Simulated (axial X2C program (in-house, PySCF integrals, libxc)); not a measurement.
**Linear OAlO at several levels**

An exercise on one series of results from a longer session: the logs are not shown, and one member is left open.

The runs use an in-house X2C program for linear molecules on PySCF integrals; all-electron X2C, two-component (2c) or spin-free, O dyall-av3z, Al dyall-v3z.

All values are calculated.

2 further runs of the same task are left out: 2 set aside as unsound or not needed.

Set-up of the first run:

task.json reads:

```json
{"zs": [8, 13, 8], "q": 0, "bas": ["dyall-av3z", "dyall-v3z", "dyall-av3z"], "r0": [1.7, 1.7], "symm": 1, "scan": ["PBE0", "HF", "r2SCAN"], "levels": ["PBE0", "HF", "BHandHLYP"], "nst": 2}
```

Keys: zs atomic numbers; q charge; bas basis sets; r0 starting distance in Å; symm equal bonds; scan levels of the two-bond scan; levels methods; nst determinants followed.

Command:

```console
$ python solin.py task.json out
```

Masses O 15.995, Al 26.982, O 15.995 u.

Steps of the session up to this table: Scan at PBE0, 2c; Scan at r2SCAN, 2c; Scan at PBE0, spin-free.

One table of the session follows, with a row left open; its other results are not shown here.

```
            level  r(O–Al) (Å)  r(Al–O) (Å)  upper stretch (cm⁻¹)
         PBE0, 2c        1.652        1.652                 810.0
       r2SCAN, 2c            ?            ?                     ?
  PBE0, spin-free        1.651        1.651                 809.7
r2SCAN, spin-free        1.659        1.659                1009.3
```

Estimate the missing values for r2SCAN, 2c.

The run gave: r(O–Al) (Å): 1.659; r(Al–O) (Å): 1.659; upper stretch (cm⁻¹): 1009.4.

Scans not shown above were run alike.

Caveats from the session: The molecule was held linear; bending was not examined, so a bent shape may lie lower. Note: functional without a current term on a determinant with orbital currents, of the molecule or an atom.
